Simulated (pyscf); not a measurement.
This saddle point was located with ωB97X-D3(BJ)/def2-SVP in PySCF.

```xyz
12

C      1.3168     0.2175     1.0447
In     0.3095     1.5200    -0.8979
C     -1.7371     2.3049    -0.6538
N      0.0054    -0.5882    -0.5330
H      0.8421    -0.5711     1.6316
H      2.3291    -0.0240     0.7118
H      1.2698     1.1798     1.5700
H     -1.8314     3.3615    -0.9471
H     -2.0439     2.2097     0.4023
H     -2.4294     1.7043    -1.2677
H      0.7749    -1.2069    -0.7880
H     -0.8065    -1.1758    -0.3028
```
Charge 0, spin multiplicity 1.

Surface: singlet, charge 0. Lowest wavenumbers (cm⁻¹): 626i, 51, 85, 104, 145.

### Question
Which two sides does it connect, and which bonds change?

### Answer
`[CH3][In]([CH3])[NH2]` ⇌ `[CH3][NH2]` + `[CH3][In]` [singlet], a 1,1-elimination read from left to right: C–In, In–N broken and C–N formed. At ωB97M-D3(BJ)/def2-TZVP it lies +76.8 kcal/mol from the left side and +61.3 kcal/mol from the right (each side as separated species at their lowest minima found). On the product side the descent ends in a bound adduct, 12.7 kcal/mol under the separated species and 73.2 kcal/mol under the saddle at ωB97X-D3(BJ)/def2-TZVP. At ωB97X-D3(BJ) the barrier from the zero used here is 81.8 kcal/mol. The same reactants have a lower exit, to CH₃• + [H₃C–In–NH₂]• (no saddle counted: cutting one bond costs +67.2 kcal/mol at ωB97M-D3(BJ), against +76.8 kcal/mol here). One saddle was located; it need not be the lowest between these sides. A restricted solution here is unstable towards spin polarisation, so biradical character is likely and single-reference numbers are less safe. Elements past Kr carry the def2 core potentials, without spin-orbit coupling.
